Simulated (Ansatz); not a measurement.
# SiP+ (triplet): wave-function methods side by side, def2-TZVPP

An exercise on one series of results from a longer session: the logs are not shown, and one member is left open.

The runs use Ansatz 0.2.0, Gaussian basis; def2-TZVPP, core rule «outside noble gas», up to 10 orbitals frozen.

Plan: UHF; ROHF; CCSD(T) on UHF.

2 further runs of the same task are left out: 2 set aside as unsound or not needed.

**What is computed**

The geometry is a PBE0/def2-TZVP stationary point (not a proven minimum).

2 atoms, charge 1, spin multiplicity 3.

Atoms are counted from 1 here; the program's logs count them from 0.

Bond lengths: Si1–P2 2.217 Å.

Set-up of the first run:

File in.yaml:

```yaml
crystal:
  periodic: [false, false, false]
  atoms:
    - {symbol: Si, position_ang: [0.000000, 0.000000, 0.000000]}
    - {symbol: P, position_ang: [0.000000, 0.000000, 2.216600]}
basis:
  gaussian: {orbitals: def2-TZVPP}
total_charge: 1
magnetization: {spin_polarized: true, initial_magnetization: 2}
hamiltonian: {xc: hf}
output: {orbitals: {seedname: orbitals}}
```

Run with:

```
$ ansatz run in.yaml --threads 1 --pin off --events-out ev --progress --plain --max-ram 2816MiB --backend cpu
```

Steps of the session up to this table: UHF; ROHF; CCSD(T) on UHF.

One table of the session follows, with a row left open; its other results are not shown here.

```
  method  from UCCSD(T) (meV)
    ROHF              +5743.0
     UHF                    ?
    UMP2              +1231.6
   UCCSD               +271.7
UCCSD(T)                    0
```

Estimate the missing values for UHF.

The run gave: from UCCSD(T) (meV): +5596.9. In the column «from UCCSD(T) (meV)» it lies between UMP2 (+1231.6) and ROHF (+5743.0).
